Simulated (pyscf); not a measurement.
Elimination: H₂N–SiH₂–NH₂ -> HN=SiH–NH₂ + hydrogen (H₂)

Gas phase, singlet surface, charge 0. Bonds broken: N1–H4, Si2–H6. Bonds formed: H4–H6. Single points on ωB97X-D3(BJ)/def2-SVP structures (PySCF, gas phase).

Transition state (Å):

```xyz
9

N     -1.6504    -0.6012     0.8056
Si    -0.4675     0.1507    -0.0276
N     -0.0533    -0.1965    -1.6348
H     -1.9753     0.8925     0.5349
H     -1.6378    -1.4377     1.3773
H     -1.6426     1.5608     0.0093
H      0.6794     0.9564     0.4802
H     -0.6439    -0.7666    -2.2309
H      0.7308     0.2240    -2.1215
```

One imaginary mode, 1140i cm⁻¹; descent along it reached the two sides named.

```json
[
 {"bond": "N1–H4", "change": "breaks", "reactant side (Å)": "1.013", "saddle": "1.552", "product side": "2.6"},
 {"bond": "Si2–H6", "change": "breaks", "reactant side (Å)": "1.499", "saddle": "1.836", "product side": "3.9"},
 {"bond": "H4–H6", "change": "forms", "reactant side (Å)": "2.7", "saddle": "0.913", "product side": "0.761"}
]
```

Electronic energies relative to the reactant's lowest minimum found (kcal/mol):

```
level                   barrier  reaction energy  reverse barrier
----------------------  -------  ---------------  ---------------
ωB97X-D3(BJ)/def2-TZVP     74.5            +53.9             20.6
PBE/def2-TZVP              64.6            +47.6             17.0
r²SCAN/def2-TZVP           68.6            +50.2             18.4
B3LYP-D3(BJ)/def2-TZVP     71.0            +49.8             21.3
PBE0-D3(BJ)/def2-TZVP      70.6            +53.8             16.8
M06-2X/def2-TZVP           73.1            +52.3             20.8
ωB97M-D3(BJ)/def2-TZVP     72.5            +52.1             20.4
HF/def2-TZVP               88.0            +58.3             29.6
```

With ωB97M-D3(BJ)/def2-TZVP energies and thermal terms (ideal gas, 1 atm, RRHO with modes under 100 cm⁻¹ raised to 100, one conformer, R ln 2 for chiral ones without a mode under 150 cm⁻¹), in kcal/mol:

```tsv
T (K)	ΔH‡	ΔG‡	ΔH	ΔG
298	68.3	68.5	+47.0	+38.8
600	68.1	68.8	+47.7	+30.1
900	67.8	69.1	+47.7	+21.4
1200	67.6	69.6	+47.4	+12.6
```

At the saddle there is also a short H–Si contact that neither side keeps. HN=SiH–NH₂ lies 20.7 kcal/mol over its isomer H₂N–Si:–NH₂ [singlet] (electronic energy, ωB97M-D3(BJ)/def2-TZVP). This is the saddle that the search found; another between the same sides may lie lower.
